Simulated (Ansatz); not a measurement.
Isomers of C₃H₄⁻ (doublet), relaxed with B3LYP-D4/def2-TZVPD; total energies from Ansatz at ωB97X-V/def2-TZVPD.

```tsv
isomer	description	energy (Eh)
A	point group Cs; 2 × C–C 1.40 Å; 4 × C–H 1.09 to 1.12 Å	-116.60232
B	point group Cs; 2 × C–C 1.39 to 1.40 Å; 4 × C–H 1.09 to 1.11 Å	-116.60247
C	point group C2; 3 × C–C 1.41 to 1.52 Å; 4 × C–H 1.09 to 1.10 Å	-116.57569
```

The isomers come from a short search, and lower ones may exist.

Q: Work out the relative energies (1 Eh = 2625.5 kJ/mol) and the Boltzmann populations at 1200 K from electronic energies alone (R = 8.314 J/mol/K).

A: ΔE: A 0.4, B 0.0, C 70.3 kJ/mol. RT = 9.98 kJ/mol. Factors exp(−ΔE/RT): A 0.961, B 1, C 0.000873; sum 1.962. Populations: A 49.0 %, B 51.0 %, C 0.0 %. Zero-point energy, vibrational entropy and symmetry numbers are left out and can shift these; an error of 4 kJ/mol changes a ratio by a factor of 1.5. Over the other density-functional and correlated levels in def2 sets, the gap between B and A ranges from 1 to 2 kJ/mol.
